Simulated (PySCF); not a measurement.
# Basis-set dependence of NaC at PBE

PySCF, UKS reference; quartet, unpaired electrons σ ↑, π ↑↑; De to Na + C without counterpoise correction.

```tsv
basis	relativity	functions	Re (Å)	ωe (cm⁻¹)	De (eV)	μ (D)
cc-pVDZ	no relativity	32	2.255	409	2.08	-6.49
aug-pcseg-1	no relativity	37	2.276	403	2.14	-7.17
x2c-TZVPPall	spin-free X2C	63	2.247	411	2.14	-6.86
```

(1) How does each smaller set differ from the one with most functions, x2c-TZVPPall?

A positive dipole means Na(−)C(+). The state is the lowest determinant that a PBE0 search found; another state may lie lower at other levels.

Answers

(1) cc-pVDZ: +0.8 pm, -0.5 % in ωe, -0.06 eV in De; aug-pcseg-1: +2.9 pm, -1.9 % in ωe, +0.00 eV in De. All at PBE; the set with most functions is neither the basis-set limit nor always the best. The rows treat relativity differently, so the differences are not basis effects alone.
